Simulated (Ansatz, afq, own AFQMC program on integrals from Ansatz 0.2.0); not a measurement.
AFQMC on a folder of integrals that Ansatz 0.2.0 wrote.

```yaml
crystal:
  periodic: [false, false, false]
  atoms:
    - {symbol: Ge, position_ang: [0.000000, -0.045668, 0.443604]}
    - {symbol: O, position_ang: [0.000000, 0.123591, -2.088746]}
    - {symbol: H, position_ang: [0.000000, 1.329414, 1.185868]}
basis:
  gaussian: {orbitals: cc-pVDZ}
magnetization: {spin_polarized: true, initial_magnetization: 3}
correlation: {method: ccsd_t, electrons: outside_noble_gas, hamiltonian_folder: ham}
```

```sh
$ ansatz run in.yaml --threads 1 --pin off --events-out ev --progress --plain --max-ram 1382MiB
```

Options of the walk:

```
--method phaseless --trial cisd --walkers 60 --populations 1 --least-time 40 --time-step 0.005 --steps-per-block 50 --equilibration-blocks 40 --max-blocks 300 --target-error 0.0008 --factor-cut 1e-05 --start spin_pure --seed 2077 --release-times 0.24,0.51,0.99,1.62,2.4 --release-step 0.03 --release-every 4 --taylor-order 6
```

Times are imaginary, in 1/Eh. The walk had a cap of 766 s. Filled inner d shells are frozen with the cores.

Log:

```
orbitals 31  electrons 7 4  factors 218 of 500
reference energy -2150.65249993 Eh
CCSD correlation -0.20780233 Eh in 23 cycles, weight of the determinant in the CISD state 0.8709
energy of the start -2150.858305 Eh
 block  time / (1/Eh)  mean weight  energy / Eh
     1     0.250  0.9994  -2150.857740
     2     0.500  0.9993  -2150.859866
     3     0.750  1.0027  -2150.863151
     4     1.000  0.9984  -2150.864865
     5     1.250  1.0011  -2150.865457
     8     2.000  1.0016  -2150.862872
    11     2.750  0.9978  -2150.864484
    26     6.500  0.9989  -2150.867910
    41    10.250  1.0013  -2150.865853
    56    14.000  1.0010  -2150.865349
    71    17.750  0.9987  -2150.868925
    86    21.500  0.9997  -2150.870482
   101    25.250  0.9979  -2150.864561
   116    29.000  0.9994  -2150.867975
   131    32.750  0.9997  -2150.867373
   141    35.250  0.9957  -2150.872824
   146    36.500  0.9991  -2150.863444
   156    39.000  0.9993  -2150.861069
   161    40.250  1.0010  -2150.861626
   176    44.000  1.0014  -2150.865904
   191    47.750  0.9983  -2150.867613
   196    49.000  0.9993  -2150.861866
blocks merged  error / Eh  count
     1  0.000313  160
     2  0.000372  80
     4  0.000413  40
     8  0.000478  20
    16  0.000329  10
released: time / (1/Eh)  energy / Eh  error  mean overlap
  0.24  -2150.866545  0.000530  0.9983
  0.51  -2150.865822  0.000523  1.0035
  0.99  -2150.866568  0.000737  0.9948
  1.62  -2150.867059  0.000893  0.9847
  2.40  -2150.864749  0.001462  1.0829
energy -2150.865105 +/- 0.000478 Eh
(rows thinned)
```

The run passed its tests (sampling time, drift between the halves within three errors, error under three times the target), which doesn't prove that it has relaxed. The second half of the sampling lies above the first by 1.7 errors of their difference, so the energy may still be moving and its error bar be too small.

Against this walk (error 13.0 meV) on the same determinant: CCSD(T) 18.2 meV higher (within the noise), CCSDT(Q) 54.1 meV lower. The error is statistical and leaves out the bias of the constraint. Released to 1.62 1/Eh the energy moves by -53 ± 28 meV (both errors), within twice the noise. CCSDT(Q) is the surest value here, so the walk's 54 meV above it is most likely the bias of the constraint with this trial, which can have either sign.

Cautions: constraint bias not in the error; no relativity below Rb; no spin-orbit coupling; inner d shell frozen; lower spins were not checked; unrestricted determinant slightly spin contaminated (⟨S²⟩ 3.83 against 3.75).

The walk took 3.1 min on 1 thread of Arm Neoverse V1 (shared host). The log's last line is the phaseless energy.

CCSDT and higher add their correlation energy to the determinant of the CCSD(T) run, since their own runs factorise the integrals more tightly (a shift of under 2 meV). A walk keeps the symmetry of its determinant, which the program's search chose and which needn't be the lowest solution, so a lower state of the same spin and another symmetry isn't excluded.
